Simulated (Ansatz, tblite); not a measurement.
# The cluster W₃−: rung by rung

How do method and basis change the picture of the cluster W₃− (doublet)?

Method: as each input shows; program: Ansatz 0.2.0, Gaussian basis.

The runs, in order: GFN1-xTB, GFN2-xTB, PBE-D4/def2-TZVPD, r2SCAN-D4/def2-TZVPD, r2SCAN0-D4/def2-TZVPD, revPBE-D4/def2-TZVPD, B3LYP-D4/def2-TZVPD, LC-ωPBE/def2-TZVPD, ωB97M-V/def2-TZVPD, PBE-D4/def2-SVPD, PBE0-D4/def2-SVPD, CCSD(T)/def2-TZVPD, RPA/def2-TZVPD.

1 further run of the same task is left out (set aside as unsound or not needed). Runs told in other sessions of the task aren't counted.

## 1. The geometry

The doublet was relaxed beforehand with PBE0-D4/def2-TZVPD. At that level it is the lowest of the isomers that a small search found.

3 atoms, charge -1, spin multiplicity 2.

Bond lengths: W1–W2 2.253 Å, W1–W3 2.317 Å, W2–W3 2.253 Å. Angles: W2–W1–W3 59.1°, W1–W2–W3 61.9°, W1–W3–W2 59.0°.

W takes a core potential in the def2 sets. No spin-orbit coupling is included. The ion is computed in the gas phase, without counter-ions or solvent.

PBE0-D4/def2-TZVPD was run before; its log isn't repeated, and its numbers join the tables.

## 2. GFN1-xTB

Tight binding, by tblite at 300 K electronic temperature and without a spin-polarisation term:

```python
tblite.interface.Calculator('GFN1-xTB', numbers, positions, charge=-1, uhf=1).singlepoint()
```

Energy -173.5851 eV; 0.002 s.

## 3. GFN2-xTB

Tight binding, by tblite at 300 K electronic temperature and without a spin-polarisation term:

```python
tblite.interface.Calculator('GFN2-xTB', numbers, positions, charge=-1, uhf=1).singlepoint()
```

Energy -203.4086 eV; 0.005 s.

## 4. PBE-D4/def2-TZVPD

start.molden holds the orbitals of an earlier run on this state, given as this run's starting guess.

File in.yaml:

```yaml
crystal:
  periodic: [false, false, false]
  atoms:
    - {symbol: W, position_ang: [0.019874, 1.677897, 2.237974]}
    - {symbol: W, position_ang: [0.309360, 2.687411, 0.245278]}
    - {symbol: W, position_ang: [0.032766, 0.451592, 0.272448]}
basis:
  gaussian: {orbitals: def2-TZVPD, initial_orbitals: start.molden}
total_charge: -1
magnetization: {spin_polarized: true, initial_magnetization: 1}
hamiltonian: {xc: pbe, dispersion: d4}
scf: {omitted_lower_state_checks: [starts]}
output: {forces: true, orbitals: {seedname: orbitals}}
```

Command:

```console
$ ansatz run in.yaml --threads 4 --pin off --events-out ev --progress --plain --max-ram 3916MiB
```

The runs that follow: r2SCAN-D4/def2-TZVPD; r2SCAN0-D4/def2-TZVPD; revPBE-D4/def2-TZVPD; B3LYP-D4/def2-TZVPD; LC-ωPBE/def2-TZVPD; ωB97M-V/def2-TZVPD; PBE-D4/def2-SVPD; PBE0-D4/def2-SVPD; CCSD(T)/def2-TZVPD; RPA/def2-TZVPD.

Q: Predict the results of all the runs planned. Wanted: gap in def2-TZVPD, named functionals, smallest and largest; correlation energy, CCSD(T)/def2-TZVPD; ⟨S²⟩ in def2-TZVPD, named functionals, smallest and largest; PBE0 total energy, smallest basis above largest.

The runs gave:

| quantity | value |
| --- | --- |
| gap in def2-TZVPD, named functionals, smallest and largest | 0.23 eV (PBE-D4), 4.93 eV (LC-ωPBE) |
| correlation energy, CCSD(T)/def2-TZVPD | -32.92 eV |
| ⟨S²⟩ in def2-TZVPD, named functionals, smallest and largest | 0.765, 2.034 |
| PBE0 total energy, smallest basis above largest | 0.83 eV (def2-SVPD, def2-TZVPD) |

What this shows: Over the named functionals in def2-TZVPD the gap runs from 0.23 eV (PBE-D4) to 4.93 eV (LC-ωPBE); exact exchange widens it. Over the named functionals in def2-TZVPD spin contamination reaches 1.28 (LC-ωPBE), so some levels may describe another state. PBE-D4, revPBE-D4, r2SCAN-D4 put the HOMO above zero; others here keep it below zero, so the sign hangs on the functional's self-interaction and doesn't show that the species is unbound. Notes on CCSD(T)/def2-TZVPD: large T1 diagnostic, spin contamination.
